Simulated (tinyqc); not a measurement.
Inside a calculation (part 1 of 2). Method: ROHF in the sto-3g basis, for NH, spin multiplicity 3. Computed by tinyqc, a small Python program that keeps every step (integrals from PySCF). Settings: charge = 0, multiplicity = 3, basis = sto-3g, energy threshold = 1e-10, iteration cap = 52, orthogonalisation = symmetric, start = atomic densities, DIIS depth = 0, method = ROHF. Command: `OMP_NUM_THREADS=1 python tinyqc.py 25950 25951 out.jsonl` (the two numbers bound the seeds that draw the settings). One thread of a shared host (Intel(R) Xeon(R) Processor @ 2.60GHz), about 0.09 s of CPU time with the checks. Later iterations appear only in the table of the cycle.

## One-electron integrals

Geometry (angstrom):
```
atom         x         y         z
N     0.000000  0.000000  0.000000
H     0.000000  0.000000  1.551000
```

Basis sto-3g: exponents (1/bohr^2) and contraction coefficients of normalised primitives:
```
element  l (shell)   exponent  coefficient
N            s (1)  99.106169     0.154329
N            s (1)  18.052312     0.535328
N            s (1)   4.885660     0.444635
N            s (2)   3.780456    -0.099967
N            s (2)   0.878497     0.399513
N            s (2)   0.285714     0.700115
N            p (3)   3.780456     0.155916
N            p (3)   0.878497     0.607684
N            p (3)   0.285714     0.391957
H            s (1)   3.425251     0.154329
H            s (1)   0.623914     0.535328
H            s (1)   0.168855     0.444635
```

Overlap, kinetic and nuclear-attraction integrals over the contracted functions; the nuclear repulsion is the sum of Za Zb / Rab.

nuclear repulsion = 2.38829173 hartree

overlap S, order 1N 1s, 1N 2s, 1N 2px, 1N 2py, 1N 2pz, 2H 1s:
```
[[1.000000, 0.235038, 0.000000, 0.000000, 0.000000, 0.017017],
 [0.235038, 1.000000, 0.000000, 0.000000, 0.000000, 0.224700],
 [0.000000, 0.000000, 1.000000, 0.000000, 0.000000, 0.000000],
 [0.000000, 0.000000, 0.000000, 1.000000, 0.000000, 0.000000],
 [0.000000, 0.000000, 0.000000, 0.000000, 1.000000, 0.239436],
 [0.017017, 0.224700, 0.000000, 0.000000, 0.239436, 1.000000]]
```

kinetic energy T (hartree), order 1N 1s, 1N 2s, 1N 2px, 1N 2py, 1N 2pz, 2H 1s:
```
[[21.990753, -0.128416, 0.000000, 0.000000, 0.000000, -0.004949],
 [-0.128416, 0.606994, 0.000000, 0.000000, 0.000000, 0.000643],
 [0.000000, 0.000000, 1.899358, 0.000000, 0.000000, 0.000000],
 [0.000000, 0.000000, 0.000000, 1.899358, 0.000000, 0.000000],
 [0.000000, 0.000000, 0.000000, 0.000000, 1.899358, 0.047999],
 [-0.004949, 0.000643, 0.000000, 0.000000, 0.047999, 0.760032]]
```

nuclear attraction V (hartree), order 1N 1s, 1N 2s, 1N 2px, 1N 2py, 1N 2pz, 2H 1s:
```
[[-46.527148, -5.513138, 0.000000, 0.000000, -0.006744, -0.407512],
 [-5.513138, -7.205266, 0.000000, 0.000000, -0.085510, -1.152973],
 [0.000000, 0.000000, -7.134912, 0.000000, 0.000000, 0.000000],
 [0.000000, 0.000000, 0.000000, -7.134912, 0.000000, 0.000000],
 [-0.006744, -0.085510, 0.000000, 0.000000, -7.180728, -1.087187],
 [-0.407512, -1.152973, 0.000000, 0.000000, -1.087187, -3.607157]]
```

core Hamiltonian H = T + V (hartree), order 1N 1s, 1N 2s, 1N 2px, 1N 2py, 1N 2pz, 2H 1s:
```
[[-24.536395, -5.641554, 0.000000, 0.000000, -0.006744, -0.412461],
 [-5.641554, -6.598272, 0.000000, 0.000000, -0.085510, -1.152329],
 [0.000000, 0.000000, -5.235554, 0.000000, 0.000000, 0.000000],
 [0.000000, 0.000000, 0.000000, -5.235554, 0.000000, 0.000000],
 [-0.006744, -0.085510, 0.000000, 0.000000, -5.281370, -1.039189],
 [-0.412461, -1.152329, 0.000000, 0.000000, -1.039189, -2.847125]]
```

## Two-electron integrals

Functions are numbered as in S; the eight-fold symmetry (ij|kl) = (ji|kl) = (kl|ij) leaves the list below.

Two-electron integrals (ij|kl) in chemists' order, unique and non-zero (hartree):
```
(11|11) 4.166630   (21|11) 0.640849   (21|21) 0.117461   (22|11) 0.969864
(22|21) 0.220936   (22|22) 0.708245   (31|31) 0.020960   (32|31) 0.032452
(32|32) 0.156449   (33|11) 0.967124   (33|21) 0.220977   (33|22) 0.708086
(33|33) 0.762805   (41|41) 0.020960   (42|41) 0.032452   (42|42) 0.156449
(43|43) 0.041119   (44|11) 0.967124   (44|21) 0.220977   (44|22) 0.708086
(44|33) 0.680568   (44|44) 0.762805   (51|51) 0.020960   (52|51) 0.032452
(52|52) 0.156449   (53|53) 0.041119   (54|54) 0.041119   (55|11) 0.967124
(55|21) 0.220977   (55|22) 0.708086   (55|33) 0.680568   (55|44) 0.680568
(55|55) 0.762805   (61|11) 0.046832   (61|21) 0.008524   (61|22) 0.015978
(61|33) 0.015945   (61|44) 0.015945   (61|51) 0.000409   (61|52) 0.000782
(61|55) 0.016045   (61|61) 0.000627   (62|11) 0.143998   (62|21) 0.033341
(62|22) 0.122290   (62|33) 0.119652   (62|44) 0.119652   (62|51) 0.002722
(62|52) 0.023126   (62|55) 0.127439   (62|61) 0.002486   (62|62) 0.030244
(63|31) 0.002999   (63|32) 0.018648   (63|53) 0.004354   (63|63) 0.003463
(64|41) 0.002999   (64|42) 0.018648   (64|54) 0.004354   (64|64) 0.003463
(65|11) 0.128205   (65|21) 0.030009   (65|22) 0.117234   (65|33) 0.112044
(65|44) 0.112044   (65|51) 0.005011   (65|52) 0.038347   (65|55) 0.127475
(65|61) 0.002305   (65|62) 0.034795   (65|65) 0.042895   (66|11) 0.340014
(66|21) 0.079877   (66|22) 0.336267   (66|33) 0.323710   (66|44) 0.323710
(66|51) 0.006546   (66|52) 0.078953   (66|55) 0.361031   (66|61) 0.005965
(66|62) 0.117210   (66|65) 0.151163   (66|66) 0.774606
```

## Orthogonalisation

S = U s U^T; symmetric (Loewdin) form X = U s^(-1/2) U^T, so that X^T S X = 1.

eigenvalues of S: [0.632576, 0.842108, 1.000000, 1.000000, 1.142668, 1.382647]

X, order 1N 1s, 1N 2s, 1N 2px, 1N 2py, 1N 2pz, 2H 1s:
```
[[1.021967, -0.124464, 0.000000, 0.000000, -0.002792, 0.012974],
 [-0.124464, 1.043309, 0.000000, 0.000000, 0.022530, -0.123452],
 [0.000000, 0.000000, 1.000000, 0.000000, 0.000000, 0.000000],
 [0.000000, 0.000000, 0.000000, 1.000000, 0.000000, 0.000000],
 [-0.002792, 0.022530, 0.000000, 0.000000, 1.023374, -0.128628],
 [0.012974, -0.123452, 0.000000, 0.000000, -0.128628, 1.044319]]
```

## Starting guess

The start is atomic minimal-basis densities projected into this basis (PySCF's MINAO start) and scaled to the electron count of each spin; this density is not idempotent, so its energy is not variational and may lie below the converged one.

D(alpha) at the start, order 1N 1s, 1N 2s, 1N 2px, 1N 2py, 1N 2pz, 2H 1s:
```
[[1.331694, -0.310154, 0.000000, 0.000000, 0.003035, -0.009810],
 [-0.310154, 1.321035, 0.000000, 0.000000, -0.012843, 0.043756],
 [0.000000, 0.000000, 0.620415, 0.000000, 0.000000, 0.000000],
 [0.000000, 0.000000, 0.000000, 0.620415, 0.000000, 0.000000],
 [0.003035, -0.012843, 0.000000, 0.000000, 0.603363, 0.041400],
 [-0.009810, 0.043756, 0.000000, 0.000000, 0.041400, 0.609718]]
```

D(beta) at the start, order 1N 1s, 1N 2s, 1N 2px, 1N 2py, 1N 2pz, 2H 1s:
```
[[0.799016, -0.186092, 0.000000, 0.000000, 0.001821, -0.005886],
 [-0.186092, 0.792621, 0.000000, 0.000000, -0.007706, 0.026254],
 [0.000000, 0.000000, 0.372249, 0.000000, 0.000000, 0.000000],
 [0.000000, 0.000000, 0.000000, 0.372249, 0.000000, 0.000000],
 [0.001821, -0.007706, 0.000000, 0.000000, 0.362018, 0.024840],
 [-0.005886, 0.026254, 0.000000, 0.000000, 0.024840, 0.365831]]
```

## Iteration 1: building the Fock matrix

J_ij = sum D_kl (ij|kl) with D = D(alpha) + D(beta), K_ij = sum D_kl (ik|jl) for each spin; F = H + J - K(s); E = tr D H + tr D J / 2 - 0.5 sum_s tr D(s) K(s) + E_nn.

Coulomb J (hartree), order 1N 1s, 1N 2s, 1N 2px, 1N 2py, 1N 2pz, 2H 1s:
```
[[13.512882, 2.454206, 0.000000, 0.000000, 0.006288, 0.178667],
 [2.454206, 5.793763, 0.000000, 0.000000, 0.079201, 1.014968],
 [0.000000, 0.000000, 5.774675, 0.000000, 0.000000, 0.000000],
 [0.000000, 0.000000, 0.000000, 5.774675, 0.000000, 0.000000],
 [0.006288, 0.079201, 0.000000, 0.000000, 5.811971, 0.993104],
 [0.178667, 1.014968, 0.000000, 0.000000, 0.993104, 3.135885]]
```

exchange K(alpha) (hartree), order 1N 1s, 1N 2s, 1N 2px, 1N 2py, 1N 2pz, 2H 1s:
```
[[5.345222, 0.870210, 0.000000, 0.000000, 0.002107, 0.070085],
 [0.870210, 1.273917, 0.000000, 0.000000, 0.023565, 0.293575],
 [0.000000, 0.000000, 0.742078, 0.000000, 0.000000, 0.000000],
 [0.000000, 0.000000, 0.000000, 0.742078, 0.000000, 0.000000],
 [0.002107, 0.023565, 0.000000, 0.000000, 0.765693, 0.224039],
 [0.070085, 0.293575, 0.000000, 0.000000, 0.224039, 0.563494]]
```

exchange K(beta) (hartree), order 1N 1s, 1N 2s, 1N 2px, 1N 2py, 1N 2pz, 2H 1s:
```
[[3.207133, 0.522126, 0.000000, 0.000000, 0.001264, 0.042051],
 [0.522126, 0.764350, 0.000000, 0.000000, 0.014139, 0.176145],
 [0.000000, 0.000000, 0.445247, 0.000000, 0.000000, 0.000000],
 [0.000000, 0.000000, 0.000000, 0.445247, 0.000000, 0.000000],
 [0.001264, 0.014139, 0.000000, 0.000000, 0.459416, 0.134424],
 [0.042051, 0.176145, 0.000000, 0.000000, 0.134424, 0.338097]]
```

F(alpha) (hartree), order 1N 1s, 1N 2s, 1N 2px, 1N 2py, 1N 2pz, 2H 1s:
```
[[-16.368735, -4.057558, 0.000000, 0.000000, -0.002563, -0.303879],
 [-4.057558, -2.078427, 0.000000, 0.000000, -0.029874, -0.430937],
 [0.000000, 0.000000, -0.202958, 0.000000, 0.000000, 0.000000],
 [0.000000, 0.000000, 0.000000, -0.202958, 0.000000, 0.000000],
 [-0.002563, -0.029874, 0.000000, 0.000000, -0.235092, -0.270125],
 [-0.303879, -0.430937, 0.000000, 0.000000, -0.270125, -0.274735]]
```

F(beta) (hartree), order 1N 1s, 1N 2s, 1N 2px, 1N 2py, 1N 2pz, 2H 1s:
```
[[-14.230647, -3.709474, 0.000000, 0.000000, -0.001720, -0.275845],
 [-3.709474, -1.568860, 0.000000, 0.000000, -0.020448, -0.313507],
 [0.000000, 0.000000, 0.093873, 0.000000, 0.000000, 0.000000],
 [0.000000, 0.000000, 0.000000, 0.093873, 0.000000, 0.000000],
 [-0.001720, -0.020448, 0.000000, 0.000000, 0.071185, -0.180509],
 [-0.275845, -0.313507, 0.000000, 0.000000, -0.180509, -0.049337]]
```

total energy of this density = -54.11136945 hartree

This density is the starting one; it is not idempotent, so its energy is not variational and may lie below the converged one.

## Iteration 1: Roothaan effective Fock matrix

With projectors Pc = D(beta) S, Po = (D(alpha) - D(beta)) S, Pv = 1 - D(alpha) S, the block xy is Px^T F Py; with Fc = (F(alpha) + F(beta))/2, the blocks are Fc for cc, oo, vv and cv, F(beta) for co and F(alpha) for ov.

effective F (hartree), order 1N 1s, 1N 2s, 1N 2px, 1N 2py, 1N 2pz, 2H 1s:
```
[[-14.207559, -3.700726, 0.000000, 0.000000, 0.002076, -0.287723],
 [-3.700726, -1.533825, 0.000000, 0.000000, -0.003626, -0.251235],
 [0.000000, 0.000000, -0.055083, 0.000000, 0.000000, 0.000000],
 [0.000000, 0.000000, 0.000000, -0.055083, 0.000000, 0.000000],
 [0.002076, -0.003626, 0.000000, 0.000000, -0.071901, -0.199330],
 [-0.287723, -0.251235, 0.000000, 0.000000, -0.199330, -0.100522]]
```

## Iteration 1: diagonalisation and new density

Diagonalise F' = X^T F X, C = X C', fill 5 alpha and 3 beta electrons from the bottom; D(s) = C_occ C_occ^T. Each column has its largest component positive (the first on a tie).

F' = X^T F X (hartree):
```
[[-13.927763, -1.967185, 0.000000, 0.000000, -0.007626, -0.013947],
 [-1.967185, -0.873307, 0.000000, 0.000000, 0.028245, -0.120318],
 [0.000000, 0.000000, -0.055083, 0.000000, 0.000000, 0.000000],
 [0.000000, 0.000000, 0.000000, -0.055083, 0.000000, 0.000000],
 [-0.007626, 0.028245, 0.000000, 0.000000, -0.023841, -0.199022],
 [-0.013947, -0.120318, 0.000000, 0.000000, -0.199022, -0.014319]]
```

orbital energies (hartree): [-14.217828, -0.606624, -0.208885, -0.055083, -0.055083, 0.194107]

coefficients C, order 1N 1s, 1N 2s, 1N 2px, 1N 2py, 1N 2pz, 2H 1s:
```
[[0.992909, -0.264546, 0.045616, 0.000000, 0.000000, 0.046373],
 [0.028775, 1.004612, -0.222338, 0.000000, 0.000000, -0.245409],
 [0.000000, 0.000000, 0.000000, 0.984164, 0.177263, 0.000000],
 [0.000000, 0.000000, 0.000000, -0.177263, 0.984164, 0.000000],
 [0.000518, 0.016424, 0.663591, 0.000000, 0.000000, -0.789767],
 [-0.002897, 0.084884, 0.614819, 0.000000, 0.000000, 0.858685]]
```

D(alpha) after iteration 1, order 1N 1s, 1N 2s, 1N 2px, 1N 2py, 1N 2pz, 2H 1s:
```
[[1.057934, -0.247337, 0.000000, 0.000000, 0.026440, 0.002713],
 [-0.247337, 1.059507, 0.000000, 0.000000, -0.131027, -0.051506],
 [0.000000, 0.000000, 1.000000, 0.000000, 0.000000, 0.000000],
 [0.000000, 0.000000, 0.000000, 1.000000, 0.000000, 0.000000],
 [0.026440, -0.131027, 0.000000, 0.000000, 0.440623, 0.409381],
 [0.002713, -0.051506, 0.000000, 0.000000, 0.409381, 0.385217]]
```

D(beta) after iteration 1, order 1N 1s, 1N 2s, 1N 2px, 1N 2py, 1N 2pz, 2H 1s:
```
[[1.057934, -0.247337, 0.000000, 0.000000, 0.026440, 0.002713],
 [-0.247337, 1.059507, 0.000000, 0.000000, -0.131027, -0.051506],
 [0.000000, 0.000000, 0.000000, 0.000000, 0.000000, 0.000000],
 [0.000000, 0.000000, 0.000000, 0.000000, 0.000000, 0.000000],
 [0.026440, -0.131027, 0.000000, 0.000000, 0.440623, 0.409381],
 [0.002713, -0.051506, 0.000000, 0.000000, 0.409381, 0.385217]]
```

Within a degenerate level the vectors are fixed only up to a rotation; this is one choice.

## Iteration 2: building the Fock matrix

As before.

Coulomb J (hartree), order 1N 1s, 1N 2s, 1N 2px, 1N 2py, 1N 2pz, 2H 1s:
```
[[13.466433, 2.448501, 0.000000, 0.000000, -0.002099, 0.178043],
 [2.448501, 5.800497, 0.000000, 0.000000, 0.040301, 1.011680],
 [0.000000, 0.000000, 5.779641, 0.000000, 0.000000, 0.000000],
 [0.000000, 0.000000, 0.000000, 5.779641, 0.000000, 0.000000],
 [-0.002099, 0.040301, 0.000000, 0.000000, 5.822294, 0.986411],
 [0.178043, 1.011680, 0.000000, 0.000000, 0.986411, 3.098073]]
```

exchange K(alpha) (hartree), order 1N 1s, 1N 2s, 1N 2px, 1N 2py, 1N 2pz, 2H 1s:
```
[[4.266570, 0.722591, 0.000000, 0.000000, 0.001190, 0.057067],
 [0.722591, 1.165368, 0.000000, 0.000000, -0.032445, 0.236065],
 [0.000000, 0.000000, 0.996916, 0.000000, 0.000000, 0.000000],
 [0.000000, 0.000000, 0.000000, 0.996916, 0.000000, 0.000000],
 [0.001190, -0.032445, 0.000000, 0.000000, 0.707200, 0.285535],
 [0.057067, 0.236065, 0.000000, 0.000000, 0.285535, 0.458425]]
```

exchange K(beta) (hartree), order 1N 1s, 1N 2s, 1N 2px, 1N 2py, 1N 2pz, 2H 1s:
```
[[4.224649, 0.657688, 0.000000, 0.000000, 0.001190, 0.051069],
 [0.657688, 0.852470, 0.000000, 0.000000, -0.032445, 0.198770],
 [0.000000, 0.000000, 0.192993, 0.000000, 0.000000, 0.000000],
 [0.000000, 0.000000, 0.000000, 0.192993, 0.000000, 0.000000],
 [0.001190, -0.032445, 0.000000, 0.000000, 0.624963, 0.276826],
 [0.051069, 0.198770, 0.000000, 0.000000, 0.276826, 0.451498]]
```

F(alpha) (hartree), order 1N 1s, 1N 2s, 1N 2px, 1N 2py, 1N 2pz, 2H 1s:
```
[[-15.336532, -3.915644, 0.000000, 0.000000, -0.010033, -0.291485],
 [-3.915644, -1.963143, 0.000000, 0.000000, -0.012764, -0.376715],
 [0.000000, 0.000000, -0.452830, 0.000000, 0.000000, 0.000000],
 [0.000000, 0.000000, 0.000000, -0.452830, 0.000000, 0.000000],
 [-0.010033, -0.012764, 0.000000, 0.000000, -0.166276, -0.338313],
 [-0.291485, -0.376715, 0.000000, 0.000000, -0.338313, -0.207477]]
```

F(beta) (hartree), order 1N 1s, 1N 2s, 1N 2px, 1N 2py, 1N 2pz, 2H 1s:
```
[[-15.294611, -3.850741, 0.000000, 0.000000, -0.010033, -0.285487],
 [-3.850741, -1.650245, 0.000000, 0.000000, -0.012764, -0.339419],
 [0.000000, 0.000000, 0.351093, 0.000000, 0.000000, 0.000000],
 [0.000000, 0.000000, 0.000000, 0.351093, 0.000000, 0.000000],
 [-0.010033, -0.012764, 0.000000, 0.000000, -0.084039, -0.329604],
 [-0.285487, -0.339419, 0.000000, 0.000000, -0.329604, -0.200550]]
```

total energy of this density = -54.15954456 hartree

## Iteration 2: Roothaan effective Fock matrix

As before.

effective F (hartree), order 1N 1s, 1N 2s, 1N 2px, 1N 2py, 1N 2pz, 2H 1s:
```
[[-15.315572, -3.883193, 0.000000, 0.000000, -0.010033, -0.288486],
 [-3.883193, -1.806694, 0.000000, 0.000000, -0.012764, -0.358067],
 [0.000000, 0.000000, -0.050868, 0.000000, 0.000000, 0.000000],
 [0.000000, 0.000000, 0.000000, -0.050868, 0.000000, 0.000000],
 [-0.010033, -0.012764, 0.000000, 0.000000, -0.125158, -0.333958],
 [-0.288486, -0.358067, 0.000000, 0.000000, -0.333958, -0.204013]]
```

## Iteration 2: diagonalisation and new density

As before.

F' = X^T F X (hartree):
```
[[-15.042420, -1.991329, 0.000000, 0.000000, -0.022615, 0.004365],
 [-1.991329, -1.113820, 0.000000, 0.000000, 0.043419, -0.197337],
 [0.000000, 0.000000, -0.050868, 0.000000, 0.000000, 0.000000],
 [0.000000, 0.000000, 0.000000, -0.050868, 0.000000, 0.000000],
 [-0.022615, 0.043419, 0.000000, 0.000000, -0.045743, -0.326725],
 [0.004365, -0.197337, 0.000000, 0.000000, -0.326725, -0.068385]]
```

orbital energies (hartree): [-15.321575, -0.883359, -0.361072, -0.050868, -0.050868, 0.295638]

coefficients C, order 1N 1s, 1N 2s, 1N 2px, 1N 2py, 1N 2pz, 2H 1s:
```
[[0.994810, -0.253716, 0.059181, 0.000000, 0.000000, 0.050640],
 [0.021407, 0.986021, -0.281318, 0.000000, 0.000000, -0.260571],
 [0.000000, 0.000000, 0.000000, 0.086651, 0.996239, 0.000000],
 [0.000000, 0.000000, 0.000000, 0.996239, -0.086651, 0.000000],
 [0.001295, 0.035179, 0.645173, 0.000000, 0.000000, -0.804281],
 [-0.002827, 0.135827, 0.627068, 0.000000, 0.000000, 0.843140]]
```

D(alpha) after iteration 2, order 1N 1s, 1N 2s, 1N 2px, 1N 2py, 1N 2pz, 2H 1s:
```
[[1.057520, -0.245522, 0.000000, 0.000000, 0.030545, -0.000163],
 [-0.245522, 1.051835, 0.000000, 0.000000, -0.146784, -0.042537],
 [0.000000, 0.000000, 1.000000, 0.000000, 0.000000, 0.000000],
 [0.000000, 0.000000, 0.000000, 1.000000, 0.000000, 0.000000],
 [0.030545, -0.146784, 0.000000, 0.000000, 0.417487, 0.409342],
 [-0.000163, -0.042537, 0.000000, 0.000000, 0.409342, 0.411671]]
```

D(beta) after iteration 2, order 1N 1s, 1N 2s, 1N 2px, 1N 2py, 1N 2pz, 2H 1s:
```
[[1.057520, -0.245522, 0.000000, 0.000000, 0.030545, -0.000163],
 [-0.245522, 1.051835, 0.000000, 0.000000, -0.146784, -0.042537],
 [0.000000, 0.000000, 0.000000, 0.000000, 0.000000, 0.000000],
 [0.000000, 0.000000, 0.000000, 0.000000, 0.000000, 0.000000],
 [0.030545, -0.146784, 0.000000, 0.000000, 0.417487, 0.409342],
 [-0.000163, -0.042537, 0.000000, 0.000000, 0.409342, 0.411671]]
```

Within a degenerate level the vectors are fixed only up to a rotation; this is one choice.

## Iteration 3: building the Fock matrix

As before.

Coulomb J (hartree), order 1N 1s, 1N 2s, 1N 2px, 1N 2py, 1N 2pz, 2H 1s:
```
[[13.430601, 2.440528, 0.000000, 0.000000, -0.003362, 0.177433],
 [2.440528, 5.779644, 0.000000, 0.000000, 0.035965, 1.009869],
 [0.000000, 0.000000, 5.759307, 0.000000, 0.000000, 0.000000],
 [0.000000, 0.000000, 0.000000, 5.759307, 0.000000, 0.000000],
 [-0.003362, 0.035965, 0.000000, 0.000000, 5.800406, 0.985704],
 [0.177433, 1.009869, 0.000000, 0.000000, 0.985704, 3.116734]]
```

exchange K(alpha) (hartree), order 1N 1s, 1N 2s, 1N 2px, 1N 2py, 1N 2pz, 2H 1s:
```
[[4.265685, 0.721923, 0.000000, 0.000000, 0.001218, 0.056881],
 [0.721923, 1.159869, 0.000000, 0.000000, -0.042948, 0.238387],
 [0.000000, 0.000000, 0.995282, 0.000000, 0.000000, 0.000000],
 [0.000000, 0.000000, 0.000000, 0.995282, 0.000000, 0.000000],
 [0.001218, -0.042948, 0.000000, 0.000000, 0.690245, 0.284867],
 [0.056881, 0.238387, 0.000000, 0.000000, 0.284867, 0.478679]]
```

exchange K(beta) (hartree), order 1N 1s, 1N 2s, 1N 2px, 1N 2py, 1N 2pz, 2H 1s:
```
[[4.223764, 0.657019, 0.000000, 0.000000, 0.001218, 0.050883],
 [0.657019, 0.846970, 0.000000, 0.000000, -0.042948, 0.201092],
 [0.000000, 0.000000, 0.191359, 0.000000, 0.000000, 0.000000],
 [0.000000, 0.000000, 0.000000, 0.191359, 0.000000, 0.000000],
 [0.001218, -0.042948, 0.000000, 0.000000, 0.608008, 0.276158],
 [0.050883, 0.201092, 0.000000, 0.000000, 0.276158, 0.471753]]
```

F(alpha) (hartree), order 1N 1s, 1N 2s, 1N 2px, 1N 2py, 1N 2pz, 2H 1s:
```
[[-15.371479, -3.922949, 0.000000, 0.000000, -0.011324, -0.291909],
 [-3.922949, -1.978497, 0.000000, 0.000000, -0.006597, -0.380848],
 [0.000000, 0.000000, -0.471529, 0.000000, 0.000000, 0.000000],
 [0.000000, 0.000000, 0.000000, -0.471529, 0.000000, 0.000000],
 [-0.011324, -0.006597, 0.000000, 0.000000, -0.171209, -0.338351],
 [-0.291909, -0.380848, 0.000000, 0.000000, -0.338351, -0.209070]]
```

F(beta) (hartree), order 1N 1s, 1N 2s, 1N 2px, 1N 2py, 1N 2pz, 2H 1s:
```
[[-15.329558, -3.858046, 0.000000, 0.000000, -0.011324, -0.285911],
 [-3.858046, -1.665599, 0.000000, 0.000000, -0.006597, -0.343552],
 [0.000000, 0.000000, 0.332394, 0.000000, 0.000000, 0.000000],
 [0.000000, 0.000000, 0.000000, 0.332394, 0.000000, 0.000000],
 [-0.011324, -0.006597, 0.000000, 0.000000, -0.088972, -0.329643],
 [-0.285911, -0.343552, 0.000000, 0.000000, -0.329643, -0.202144]]
```

total energy of this density = -54.16127077 hartree
